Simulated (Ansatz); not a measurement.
# BH₂− (triplet): RPA-PBE over a scan of the distance B1–H2, aug-cc-pVDZ

How well do these functionals follow the top wave-function level for BH₂− (triplet) over a scan of the distance B1–H2?

Method: aug-cc-pVDZ, all electrons in the functionals, frozen cores in the correlation of double hybrids and RPA; program: Ansatz 0.2.0, Gaussian basis.

Plan: RPA-PBE, at 0.989 Å; 1.098 Å; 1.209 Å; 1.360 Å; 1.497 Å; 1.664 Å; 1.919 Å; 2.264 Å; 2.654 Å; 3.342 Å; 4.205 Å.

### 1 The geometry

The geometry derives from a PBE0/def2-TZVPD stationary point (not a proven minimum). One bond is set to the value named and the two fragments are kept rigid.

3 atoms, charge -1, spin multiplicity 3.

Atoms are counted from 1 here; the program's logs count them from 0.

Bond lengths: B1–H2 1.209 Å, B1–H3 1.209 Å. Angles: H2–B1–H3 128.9°.

No dispersion term is added.

The geometry shown and the zero of energy belong to the point 1.209 Å. The yardstick, FCI, and other wave-function levels (R restricted, U unrestricted, valence and pair active spaces) come from earlier runs.

### 2 RPA-PBE, 0.989 Å

File in.yaml:

```yaml
crystal:
  periodic: [false, false, false]
  atoms:
    - {symbol: B, position_ang: [0.000000, -0.074440, -0.015608]}
    - {symbol: H, position_ang: [0.000000, 0.351782, -0.908052]}
    - {symbol: H, position_ang: [0.000000, 0.446644, 1.075465]}
basis:
  gaussian: {orbitals: aug-cc-pVDZ}
total_charge: -1
magnetization: {spin_polarized: true, initial_magnetization: 2}
hamiltonian: {xc: {name: PBE}}
correlation: {method: rpa, electrons: outside_noble_gas}
```

Started as:

```console
> ansatz run in.yaml --threads 1 --pin off --events-out ev --progress --plain --max-ram 4096MiB --backend cpu
```

Further steps of the session: RPA-PBE, 1.098 Å; RPA-PBE, 1.209 Å; RPA-PBE, 1.360 Å; RPA-PBE, 1.497 Å; RPA-PBE, 1.664 Å; RPA-PBE, 1.919 Å; RPA-PBE, 2.264 Å; RPA-PBE, 2.654 Å; RPA-PBE, 3.342 Å; RPA-PBE, 4.205 Å.

Before running them: what should the planned runs give, taken together? Wanted: span of the FCI curve; largest miss, RPA-PBE.

**Answer**, as computed:

| quantity | value |
| --- | --- |
| span of the FCI curve | 83.0 kcal/mol |
| largest miss, RPA-PBE | -13.5 kcal/mol (4.205 Å) |

What this shows: RPA-PBE strays by up to 13.5 kcal/mol, at 4.205 Å. Functionals and the yardstick converge differently with the basis, so part of each miss in aug-cc-pVDZ is the basis.
